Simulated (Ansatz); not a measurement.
## Ansatz (development build ahead of 0.2.0) run

```yaml
crystal:
  periodic: [false, false, false]
  atoms:
    - { symbol: O, position_ang: [0.00868, -0.00045, 0.07941] }
    - { symbol: H, position_ang: [0.95077, 0.00616, -0.19916] }
    - { symbol: H, position_ang: [-0.46624, 0.81015, -0.19299] }
    - { symbol: H, position_ang: [-0.47071, -0.80705, -0.19568] }
basis:
  gaussian: { orbitals: cc-pVTZ }
total_charge: 1
hamiltonian:
  xc: hf
correlation:
  method: mp2
  frozen_orbitals: { H: 0, O: 1 }
```

The input is written out in the form of the current development build from the run's settings.

Results

```yaml
Converged: yes
Reference_energy: -76.33899 hartree
Correlation_energy: -0.25707 hartree
Total_energy: -76.59606 hartree
Spin_squared_of_the_determinant: 0.000
```
